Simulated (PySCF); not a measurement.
Relative stability

The two ends of one reaction step of C2H7Al, closed shell (PBE0-D4/def2-TZVP).

A:

```tsv
atom	x (Å)	y (Å)	z (Å)
Al1	-0.6803	0.2389	-0.1658
C2	0.6111	1.4618	0.6447
C3	-0.1881	-1.6056	-0.5841
H4	0.7468	-1.6538	-1.1519
H5	-2.1644	0.7520	-0.4440
H6	1.6474	1.1970	0.4187
H7	0.4468	2.4996	0.3423
H8	0.5089	1.4374	1.7370
H9	-0.0119	-2.1685	0.3405
H10	-0.9567	-2.1380	-1.1493
```

B:

```xyz
10
angstrom
Al -0.8779 0.1521 -0.9355
C 1.1881 0.7600 0.6409
C -1.3466 -1.4616 -0.3308
H 1.1713 -0.1157 -0.0264
H -0.6795 1.4729 -1.7663
H 1.7856 1.5498 0.1918
H 0.1916 1.1486 0.8883
H 1.6249 0.4162 1.5775
H -0.8737 -1.9273 0.5290
H -2.1798 -2.0262 -0.7386
```

PySCF 2.14 with density fitting (its default auxiliary sets; JK sets also for MP2 and CCSD(T)); basis: def2-TZVPP; cores frozen in the correlated methods. B3LYP uses VWN-RPA correlation.

Which structure is lower at CCSD(T), and by how much? (Judge from chemistry; the value comes from the calculation.)

Computed: A, by 2.580 eV (electronic energy, against the other). By their contacts, A is C₂H₇Al ([CH3][AlH][CH3]) and B is a complex of CH₃Al ([CH2][AlH]) + CH₄.

All methods give the same order:

| method | E(B) − E(A) (eV) |
| --- | --- |
| SPW92 | 2.474 |
| PBE-D4 | 2.431 |
| r2SCAN-D4 | 2.575 |
| PBE0-D4 | 2.625 |
| B3LYP-D4 | 2.542 |
| BHLYP-D4 | 2.739 |
| wB97M-V | 2.639 |
| HF | 2.910 |
| MP2 | 2.630 |
| CCSD | 2.663 |
| CCSD(T) | 2.580 |

T1 diagnostic: at most 0.015. The restricted Hartree–Fock reference is unstable towards an unrestricted one at one or more of these structures.

Labels in which every atom is bracketed show which atoms are joined, not bond orders.

For scale, one of the runs: CCSD(T)/def2-TZVPP, 202 basis functions, launched by `OMP_NUM_THREADS=4 python run.py`. Time: 110 s of wall clock on 4 CPU threads of an Intel Xeon 6975P-C; the host was shared. Peak host memory: 2.1 GiB.
